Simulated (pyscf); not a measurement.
Single points on ωB97X-D3(BJ)/def2-SVP structures (PySCF, gas phase).

Task: For the elementary gas-phase step `[CH3][Zn][SH]` + `[H]` [doublet] → `[CH3][Zn]` [doublet] + `[SH2]` (doublet surface; S–Zn broken, H–S formed), what barrier and reaction energy does ωB97M-D3(BJ)/def2-TZVP give, measured from the separated reactants?

Result: ΔE‡ = 0.22 eV, ΔE = -0.35 eV. Zero-point energy shifts the barrier by +0.05 eV. It is a substitution at S, with an imaginary mode of 661i cm⁻¹. One saddle was located; it need not be the lowest between these sides. The angle at the attacked S is 178°. Elements up to Kr have no core potential and no relativistic terms here.
